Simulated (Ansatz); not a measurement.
**CH3Si+ (triplet): wave-function methods side by side, cc-pVDZ**

One table from this session's results is given with a row withheld; the runs are named, their logs left out.

The runs use Ansatz 0.2.0, Gaussian basis; cc-pVDZ, core rule «outside noble gas», up to 6 orbitals frozen.

To be run: UHF; CCSD(T) on ROHF; CCSD(T) on UHF; BCCD(T) on ROHF; CISD; CCSDT(Q) on ROHF; CCSDT(Q) on UHF.

21 further runs of the same task are left out: 1 for a known fault of the program, 8 that didn't finish, 12 set aside as unsound or not needed.

### The geometry

The geometry is a PBE0/def2-TZVP stationary point (not a proven minimum) of the parent state, kept for this charge and spin.

5 atoms, charge 1, spin multiplicity 3.

Atoms are counted from 1 here; the program's logs count them from 0.

Bond lengths: Si1–C2 1.889 Å, C2–H3 1.094 Å, C2–H4 1.094 Å, C2–H5 1.104 Å. Angles: Si1–C2–H3 114.9°, Si1–C2–H4 114.9°, Si1–C2–H5 103.3°, H3–C2–H4 109.8°, H3–C2–H5 106.5°, H4–C2–H5 106.5°.

Geometry (Å):

```xyz
5

Si   -0.0013    0.0000    0.6860
C    -0.0117    0.0000   -1.2027
H    -0.4426   -0.8944   -1.6611
H    -0.4426    0.8944   -1.6611
H     1.0615    0.0000   -1.4617
```

Set-up of the first run:

Input file in.yaml:

```yaml
crystal:
  periodic: [false, false, false]
  atoms:
    - {symbol: Si, position_ang: [-0.001312, 0.000000, 0.686035]}
    - {symbol: C, position_ang: [-0.011727, 0.000000, -1.202731]}
    - {symbol: H, position_ang: [-0.442590, -0.894419, -1.661140]}
    - {symbol: H, position_ang: [-0.442590, 0.894419, -1.661140]}
    - {symbol: H, position_ang: [1.061461, 0.000000, -1.461718]}
basis:
  gaussian: {orbitals: cc-pVDZ}
total_charge: 1
magnetization: {spin_polarized: true, initial_magnetization: 2}
hamiltonian: {xc: hf}
output: {orbitals: {seedname: orbitals}}
```

Run with:

```
$ ansatz run in.yaml --threads 1 --pin off --events-out ev --progress --plain --max-ram 2393MiB
```

Steps of the session up to this table: UHF; CCSD(T) on ROHF; CCSD(T) on UHF; BCCD(T) on ROHF; CISD; CCSDT(Q) on ROHF; CCSDT(Q) on UHF.

One of the session's tables, all rows but one given; the rest of the session is left out.

```
   method  from UCCSDT(Q) (meV)
     ROHF               +6123.9
      UHF               +6006.6
     RMP2               +1032.3
     UMP2               +1037.8
     CISD                +596.7
    RCCSD                     ?
    UCCSD                +206.4
 RCCSD(T)                 +34.9
 UCCSD(T)                 +34.9
  BCCD(T)                 +35.3
   RCCSDT                 +10.9
   UCCSDT                  +9.8
RCCSDT(Q)                  +0.9
UCCSDT(Q)                     0
```

Q: Estimate the row for RCCSD from the others.

As computed: from UCCSDT(Q) (meV): +214.8. In the column «from UCCSDT(Q) (meV)» it lies between UCCSD (+206.4) and CISD (+596.7).

Caveats from the session: Restricted and unrestricted rows rest on different reference determinants; where their highest levels disagree by more than a few hundredths of an eV, they describe different states and don't form one ladder.
